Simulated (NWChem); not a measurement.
C4H6 cation, doublet; SMILES of the neutral closed-shell parent C=CC=C

```xyz
10

C     -0.1110     1.8570    -0.0160
C      0.4146     0.5702    -0.0195
C     -0.4146    -0.5702     0.0195
C      0.1110    -1.8570     0.0160
H     -1.1848     2.0282     0.0173
H      0.5365     2.7289    -0.0475
H      1.4944     0.4373    -0.0533
H     -1.4944    -0.4373     0.0533
H     -0.5365    -2.7289     0.0475
H      1.1848    -2.0282    -0.0173
```
Atoms are numbered in this order, from 1.

Computed with NWChem. Pople sets run with spherical d functions. Spin-unrestricted. In the optimisation the excess spin sits in ag (Ci, its own frame). The geometry was optimised at B3LYP/6-31G* (spherical d), spin-unrestricted. The spin multiplicity was typed, not searched, and may not be the lowest. No stability test was run on the SCF state. Level: PBE/6-31G* with SMD (1 M gas to 1 M solution), gas-phase geometry. Reactions with the solvent are ignored.

```
solvent     dielectric constant  solvation free energy (kcal/mol)  cavity-dispersion-structure term (kcal/mol)
----------  -------------------  --------------------------------  -------------------------------------------
water                      78.4                             -57.8                                          4.1
acetone                    20.5                             -59.4                                          0.2
1-octanol                  9.86                             -55.2                                          1.2
chloroform                 4.71                             -50.2                                         -0.8
```
